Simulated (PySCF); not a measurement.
Cost of one run: shielding job, `C(C(C)CF)F`.

Method: GIAO PBE0/pcSseg-1 NMR shielding, non-relativistic, gas phase (PySCF 2.14.0, density-fitted response routines). Geometry: GFN2-xTB, MD frame at 800 fs, 300 K. Work: shieldings, density fitting. The input is one job of a driver script: a line of settings, then coordinates in Å.

Command:
```bash
OMP_NUM_THREADS=1 python probes_run.py task.json out
```

Input:
```
{"job": {"kind": "nmr", "xc": "PBE0", "basis": "pcSseg-1", "pop": false}, "charge": 0, "multiplicity": 1}
C      0.508600    -1.972700     0.244600
C      0.136000    -0.565300    -0.086400
C      1.423900     0.205300    -0.114700
F      2.209300    -0.285500     0.943600
C     -0.953500     0.003700     0.939400
F     -1.528200     1.218300     0.565800
H     -0.308400    -2.676000     0.086000
H      1.361000    -2.300400    -0.382800
H      0.900200    -2.095100     1.233900
H     -0.401900    -0.616600    -1.060300
H      1.365400     1.275900     0.125900
H      1.917800     0.002500    -1.042500
H     -1.826400    -0.740200     0.936500
H     -0.575100     0.047800     1.968800
```

Hardware: one thread of an x86-64 server, shared host.

Task: How large is the basis?

Result: 142 functions for 50 electrons, with 734 fitting functions; the fitted three-index integrals, 734 × 142 × 143/2 numbers of 8 bytes, come to 57 MiB.

Task: How long does the run take?

Result: About 13 s. The SCF took 12 cycles.

Task: At this speed, how long would 1000 such jobs take on 16 cores, one job a core?

Result: 1000/16 gives 63 rounds of 13 s, about 14 min of wall time and 3.6 core-hours, if the jobs don't slow each other.

The SCF part of the output:
```
coarse grid: 11480 points
cycle   1  E = -356.3666270672  dE =  4.315e-01  |g| = 6.331e-01  |ddm| = 3.001e+00
cycle   2  E = -356.3152652549  dE =  5.136e-02  |g| = 8.874e-01  |ddm| = 9.983e-01
cycle   3  E = -356.4345014614  dE = -1.192e-01  |g| = 6.220e-02  |ddm| = 6.048e-01
cycle   4  E = -356.4350957969  dE = -5.943e-04  |g| = 3.183e-02  |ddm| = 6.275e-02
cycle   5  E = -356.4353297946  dE = -2.340e-04  |g| = 4.683e-03  |ddm| = 2.825e-02
cycle   6  E = -356.4353340592  dE = -4.265e-06  |g| = 1.561e-03  |ddm| = 4.166e-03
final grid: 111016 points
cycle   7  E = -356.4856457239  dE = -4.009e-05  |g| = 8.287e-03  |ddm| = 2.486e-02
cycle   8  E = -356.4856340981  dE =  1.163e-05  |g| = 1.160e-02  |ddm| = 1.495e-02
cycle   9  E = -356.4856612582  dE = -2.716e-05  |g| = 1.006e-03  |ddm| = 8.261e-03
cycle  10  E = -356.4856614207  dE = -1.625e-07  |g| = 2.470e-04  |ddm| = 8.859e-04
cycle  11  E = -356.4856614303  dE = -9.645e-09  |g| = 4.926e-05  |ddm| = 1.811e-04
cycle  12  E = -356.4856614308  dE = -4.763e-10  |g| = 1.854e-05  |ddm| = 5.056e-05
converged SCF energy = -356.4856614308
```

On the final grid dE counts from the start density on that grid.

Other jobs ran on the host; a repeat could differ by tens of per cent or more.
